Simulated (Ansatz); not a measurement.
How methods differ on AlSiH5 (AlH2(SiH3))

AlSiH5 has 7 atoms, charge 0, and is taken as a singlet. As SMILES, `[H][Al]([H])[SiH3]`. The shape comes from GFN2-xTB, which is rough for such elements, and wasn't checked as a minimum.

```xyz
7

Al    0.6880    1.2017    0.0039
H     2.2454    1.3650    0.0565
H     0.0534    2.6332   -0.0166
Si   -0.5174   -0.8978   -0.0168
H    -1.8514   -0.8364    0.6256
H     0.1776   -1.9927    0.7011
H    -0.7956   -1.4730   -1.3538
```

Quantity: the energy change with the Al1–Si4 bond stretched from 2.421 to 4.842 Å, in eV. The values are calculated.

| level | kind | program | value (eV) | less FCI/STO-3G |
| --- | --- | --- | --- | --- |
| HF/STO-3G (restricted) | Hartree–Fock | Ansatz | 8.26 | +3.67 |
| PBE/STO-3G (restricted) | GGA | Ansatz | 5.71 | +1.12 |
| B2PLYP/STO-3G (restricted) | double hybrid | Ansatz | 5.81 | +1.22 |
| RPA@PBE/STO-3G (restricted) | RPA | Ansatz | 5.04 | +0.45 |
| MP2/STO-3G (restricted) | perturbation theory | Ansatz | 5.92 | +1.33 |
| BCCD(T)/STO-3G (restricted) | coupled cluster or CI | Ansatz | 4.55 | -0.04 |
| CCSDT(Q)/STO-3G (restricted) | coupled cluster or CI | Ansatz | 4.58 | -0.01 |
| CCSDT/STO-3G (restricted) | coupled cluster or CI | Ansatz | 4.60 | +0.01 |
| FCI/STO-3G | exact in the basis | Ansatz | 4.59 | 0.00 |

FCI/STO-3G is exact within its basis and frozen core, so for wave-function methods in that basis the difference is their error; functionals converge differently with the basis, so for them it is only a difference. Spin-restricted single references rise too steeply as a bond breaks, Hartree–Fock most of all. The first shape isn't each level's own minimum. The values span 4.55 to 8.26 eV. All rows use very small basis sets, so even the best lies far from the true value.
